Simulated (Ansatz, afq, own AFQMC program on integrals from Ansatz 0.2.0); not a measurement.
## Where AFQMC and coupled cluster stand for SiGeC⁺, doublet

```json
{"atom": "C", "x (Å)": "0.0000", "y (Å)": "0.0000", "z (Å)": "0.0276"}
{"atom": "Ge", "x (Å)": "0.0000", "y (Å)": "0.0000", "z (Å)": "-1.7401"}
{"atom": "Si", "x (Å)": "0.0000", "y (Å)": "0.0000", "z (Å)": "1.7125"}
```

Connectivity, by distances: Ge–C–Si.

Basis cc-pVDZ. Noble-gas cores (and the filled d shells of Ga–Kr and In–Xe) are frozen. AFQMC by an in-house program on the Cholesky factors that Ansatz 0.2.0 writes for its CCSD(T) run. The CISD trial takes its coefficients from CCSD amplitudes. Released means that phaseless walkers are propagated on without the constraint, phases kept. Free projection: walkers drawn from exp(T), propagated without any constraint. Its projection time is finite, and what remains of the start isn't in its error. ± is one standard error of the sampling. No spin–orbit coupling.

Determinant: UHF, the one that the program's search chose, which needn't be the lowest solution. The geometry is a PBE0/def2-TZVP stationary point of this or a neighbouring charge and spin state.

No full CI on the walks' own integrals is used here; CCSDT(Q) serves as the reference and is uncertain by about the last step of the cluster series.

Cautions: no relativity below Rb; no spin-orbit coupling; inner d shell frozen.

- T1 diagnostic: 0.0184
- weight of the determinant in the CISD state: 0.839
- ⟨S²⟩ of the determinant: 0.760
- size of the correlated space: 11 electrons in 39 orbitals

Reference: CCSDT(Q), correlation energy -7.250 eV. The released energy is read at 2.40 1/Eh (meV from the phaseless value at times in 1/Eh: 0 ± 22 at 0.24, -30 ± 18 at 0.51, -21 ± 15 at 0.99, -29 ± 23 at 1.62, -53 ± 24 at 2.40).

```
         level  E − E(reference) (kcal/mol)  share of correlation (%)
            HF                       167.19                      0.00
           MP2                        31.54                     81.14
          CCSD                         8.55                     94.89
       CCSD(T)                         1.63                     99.02
         CCSDT                         0.65                     99.61
   ph-AFQMC/HF                  1.16 ± 1.62                     99.31
 ph-AFQMC/CISD                  0.81 ± 0.53                     99.52
released AFQMC                 -0.41 ± 0.56                    100.25
    free AFQMC                  0.04 ± 0.44                     99.98
```

Free projections are given only where their last times agree within the noise and don't stop above the reference; a slow remainder of the start can still hide under it. A walk keeps the symmetry of its determinant, which the program's search chose and which needn't be the lowest solution, so a lower state of the same spin and another symmetry isn't excluded. Released energies are given only where the last usable release times agree within the noise; a slower fall can still hide under it.
